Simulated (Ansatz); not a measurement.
# AlFH4O: the cost of one run

All numbers below are computed with Ansatz 0.2.0 (RKS r2SCAN-D4/def2-SVP).

### 1 The starting structure

Bond lengths: Al1–O2 2.130 Å, O2–H3 1.010 Å, Al1–H4 1.560 Å, Al1–H5 1.560 Å, Al1–F6 1.990 Å. Angles: Al1–O2–H3 109.5°, O2–Al1–H4 120.0°, O2–Al1–H5 120.0°, O2–Al1–F6 71.6°, H4–Al1–H5 120.0°, H4–Al1–F6 96.8°, H5–Al1–F6 101.3°.

As a file:

```xyz
7

Al    0.0000    0.0000    0.0000
O     0.0000    0.0000    2.1300
H    -0.9095   -0.2814    2.4671
H     1.3510    0.0000   -0.7800
H    -1.3510    0.0000   -0.7800
F     0.0892    1.8864    0.6275
H     0.0593    1.2535    1.7062
```

### 2 A restrained relaxation towards end A

Springs on the bonds that form and break draw the guess towards this end; the thresholds are loose.

input.yaml

```yaml
crystal:
  periodic: [false, false, false]
  atoms:
    - { symbol: Al, position_ang: [0.0, 0.0, 0.0] }
    - { symbol: O, position_ang: [0.0, 0.0, 2.13] }
    - { symbol: H, position_ang: [-0.9095, -0.2814, 2.4671] }
    - { symbol: H, position_ang: [1.351, 0.0, -0.78] }
    - { symbol: H, position_ang: [-1.351, 0.0, -0.78] }
    - { symbol: F, position_ang: [0.0892, 1.8864, 0.6275] }
    - { symbol: H, position_ang: [0.0593, 1.2535, 1.7062] }
basis:
  gaussian: { orbitals: def2-SVP }
hamiltonian:
  xc: r2scan
  dispersion: d4
relax:
  f_tol: 0.15
  max_steps: 25
  restrain:
    - { distance: [0, 5], at: 2.89, k: 30.0 }
    - { distance: [6, 1], at: 2.21, k: 30.0 }
    - { distance: [0, 1], at: 1.78, k: 30.0 }
    - { distance: [6, 5], at: 0.92, k: 30.0 }
output:
  orbitals: {}
```

On the command line:

```sh
$ ansatz run input.yaml --threads 1 --pin off --max-ram 2048MiB --backend cpu --events-out ev --progress --plain --runs-dir out
```

**Question.** How long does this run take on 1 thread of AMD EPYC 7R43 (Zen 3), shared host, and how much memory does it need?

About 24 s, with a peak of 0.15 GiB.
